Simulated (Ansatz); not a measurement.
A made-up structure of CHOS (charge +1), closed shell:

```tsv
atom	x (Å)	y (Å)	z (Å)
O1	-1.5937	-0.1435	1.0474
C2	-0.5852	0.1602	0.3654
S3	0.8635	0.7160	-0.6250
H4	1.3153	-0.7326	-0.7878
```

It is relaxed with PBE-D4/def2-SVP and then PBE0-D4/def2-TZVP (Ansatz 0.2.0). Atoms count as bonded within 1.22 times the sum of their covalent radii (H–H: 0.88 Å). The end point is not checked to be a true minimum.

Problem. Does its bonding change? (Judge from chemistry; the calculation decides.)

Solution. By the calculation: No: no bond forms or breaks.

Where it ends: The first stage lowers the energy by 1.20 eV in 6 steps. It ends as CHOS ([O][C][SH]), total charge +1:
```tsv
atom	x (Å)	y (Å)	z (Å)
O1	-1.4230	-0.1281	0.9352
C2	-0.5225	0.1430	0.3263
S3	0.7710	0.6392	-0.5581
H4	1.1745	-0.6541	-0.7034
```

Labels in which every atom is bracketed show which atoms are joined, not bond orders.

For scale, one of the runs: PBE0-D4/def2-TZVP relaxation, 105 basis functions, launched by `ansatz run in.yaml --threads 2 --pin off --events-out ev --progress --plain --max-ram 4352MiB`. The run took about 8.5 s on 2 CPU threads of an Arm Neoverse V2 (shared host).
